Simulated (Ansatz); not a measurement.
Basis sets compared for AlH₂Cl. Charge 0, multiplicity 1. Geometry r2SCAN-D4/def2-TZVP. Ansatz on 4 threads of Arm Neoverse V2 on a shared host; times are rough, and most runs start from earlier orbitals.

Cartesian coordinates in Å:
```
Al 0.1139 0.0947 -0.0605
H 1.5053 -0.5613 -0.3949
H -0.2391 1.6137 -0.2749
Cl -1.3801 -1.1472 0.7303
```

Binding counts from free atoms (Al doublet, H doublet, Cl doublet) in the same basis, without a counterpoise term.

| level | functions | energy (Eh) | HOMO (eV) | LUMO (eV) | binding per atom (eV) | wall time |
| --- | --- | --- | --- | --- | --- | --- |
| HF/STO-3G | 20 | -694.8290 | -9.28 | 7.75 | 3.37 | 0.05 s |
| HF/6-31G | 30 | -702.5539 | -11.75 | 0.67 | 1.77 | 0.1 s |
| PBE-D4/def2-SVP | 46 | -703.3215 | -7.15 | -2.31 | 2.62 | 0.2 s |
| PBE0-D4/def2-SVP | 46 | -703.3887 | -8.49 | -1.56 | 2.62 | 0.2 s |

Problem. Estimate the rows for HF/def2-TZVP, PBE-D4/def2-TZVP, PBE0-D4/def2-TZVP.

Solution. 
```
            level  functions  energy (Eh)  HOMO (eV)  LUMO (eV)  binding per atom (eV)  wall time
     HF/def2-TZVP         86    -702.6621     -11.76       1.05                   2.12     0.15 s
 PBE-D4/def2-TZVP         86    -703.5700      -7.27      -2.40                   2.62      0.3 s
PBE0-D4/def2-TZVP         86    -703.6337      -8.58      -1.63                   2.62     0.87 s
```
